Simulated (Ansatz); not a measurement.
Zinc-blende InSb was calculated with r²SCAN0 (Ansatz, a quantum-chemistry and plane-wave program, PAW).

Total energies, extrapolated to zero smearing (they compare only within this program, potentials and cutoff):

| system | energy (eV/atom) |
|---|---|
| zinc-blende InSb, relaxed | -6055.6377 |
| body-centred tetragonal In | -5611.5711 |
| rhombohedral A7 Sb | -6499.0241 |

**Question.** Work out the formation enthalpy per atom.

**Answer.** ΔH_f ≈ ΔE = -6055.6377 − [1 × (-5611.5711) + 1 × (-6499.0241)]/2 = -0.340 eV/atom (0 K, no vibrations). The reference value is -0.16 eV/atom (measured, 298 K, no zero-point or thermal correction; as tabulated in Zhang et al. (2018), doi:10.1038/s41524-018-0065-z), a difference of -0.180 eV/atom.

Spin–orbit coupling is left out; its size isn't shown.

The PAW data were made under PBE.
